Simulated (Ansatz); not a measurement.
This script drives Ansatz 0.2.0, Python API.

Script `composite_bh3s2.py`:
```python
"""A composite energy for BH3S2: DFT geometry, MP2 basis limit, coupled-cluster correction."""

import itertools
import warnings

import ansatz as az
from ase.data import atomic_numbers, covalent_radii
import numpy as np

BASIS = "def2-SVP"
FUNCTIONAL = "PBE0"

warnings.simplefilter("ignore", az.DeckWarning)

bh3s2 = (
    az.Crystal.molecule()
    .atom("S", (-1.3983, -0.3477, -0.8553))
    .atom("B", (0.2366, -0.3705, -0.0381))
    .atom("S", (0.8331, 1.1164, 0.9235))
    .atom("H", (-0.824, 0.2285, -2.0575))
    .atom("H", (0.9084, -1.3458, -0.1457))
    .atom("H", (0.2863, 0.655, 2.127))
)

base = bh3s2.calculation().basis(gaussian=BASIS).functional(FUNCTIONAL)
symbols = [site.symbol for site in bh3s2.cartesian_sites]
start = np.array([site.position_ang for site in bh3s2.cartesian_sites], dtype=float)
rep = base.relax(force_tolerance=0.01).run().report
end = np.array(rep["positions_ang"])
# pairs closer than 1.2 times the sum of covalent radii, before or after
radius = [covalent_radii[atomic_numbers[s]] for s in symbols]
span = lambda where, i, j: np.linalg.norm(where[i] - where[j])
bonded = [(i, j) for i, j in itertools.combinations(range(len(symbols)), 2) if min(span(start, i, j), span(end, i, j)) < 1.2 * (radius[i] + radius[j])]
print("pair        before    after (A)")
for i, j in bonded:
    print(f"{symbols[i]}{i}-{symbols[j]}{j}".ljust(10), f"{span(start, i, j):8.4f} {span(end, i, j):8.4f}")
for first, second in list(itertools.combinations(bonded, 2)):
    shared = set(first) & set(second)
    if shared and symbols[(j := shared.pop())] != "H":
        i, k = sorted((set(first) | set(second)) - {j})
        u, v = end[i] - end[j], end[k] - end[j]
        angle = np.degrees(np.arccos(np.clip(u @ v / np.linalg.norm(u) / np.linalg.norm(v), -1, 1)))
        print(f"final angle {symbols[i]}{i}-{symbols[j]}{j}-{symbols[k]}{k}: {angle:.2f} deg")

minimum = az.Crystal.molecule()
for symbol, place in zip(symbols, end):
    minimum = minimum.atom(symbol, place.tolist())
at_minimum = minimum.calculation()
# MP2 extrapolated to the basis limit, plus the small-basis difference CCSD(T) - MP2
level = lambda method, basis: at_minimum.basis(gaussian=basis).correlation(method).run().report
small, large, cluster = level("mp2", "cc-pVDZ"), level("mp2", "cc-pVTZ"), level("ccsd_t", "cc-pVDZ")
corr = lambda each: (each["free_energy_ev"] - each["reference_energy_ev"]) / 27.211386246
mp2_limit = (27 * corr(large) - 8 * corr(small)) / 19
pieces = {"HF / cc-pVTZ": large["reference_energy_ev"] / 27.211386246, "MP2 correlation, DZ-TZ limit": mp2_limit, "CCSD(T) - MP2 / cc-pVDZ": corr(cluster) - corr(small)}
for name, value in pieces.items():
    print(f"{name:32s} {value:14.6f} Ha")
print(f"{'sum':32s} {sum(pieces.values()):14.6f} Ha")
print("T1 diagnostic", round(cluster["correlation"]["coupled_cluster"]["t1_diagnostic"], 4))
```

It is started by `python composite_bh3s2.py`. Estimate its wall time and peak memory on 1 thread of Arm Neoverse V1, with other jobs on the host.

It took about 30 s, with a peak of 0.29 GiB, for 4 runs of the engine.

```console
$ python composite_bh3s2.py
pair        before    after (A)
S0-B1        1.8279   1.7878
S0-H3        1.4516   1.3533
B1-S2        1.8685   1.7921
B1-H4        1.1892   1.2030
S2-H5        1.4001   1.3499
final angle B1-S0-H3: 98.92 deg
final angle S0-B1-S2: 122.61 deg
final angle S0-B1-H4: 116.00 deg
final angle S2-B1-H4: 121.39 deg
final angle B1-S2-H5: 97.24 deg
HF / cc-pVTZ                        -821.590938 Ha
MP2 correlation, DZ-TZ limit          -0.501599 Ha
CCSD(T) - MP2 / cc-pVDZ               -0.054912 Ha
sum                                 -822.147449 Ha
T1 diagnostic 0.0145
```

Notes:
- Total energies depend on the basis set; only differences at equal settings carry meaning.
- The sum leaves out core correlation, relativity, the Hartree-Fock basis error and zero-point energy; a DZ-TZ extrapolation is rough.
- Inner cores stay frozen, so this is valence correlation.
- For Al to Cl the sets with a tight d function, cc-pV(X+d)Z, are usual.
- An extrapolation from small basis sets is rough.
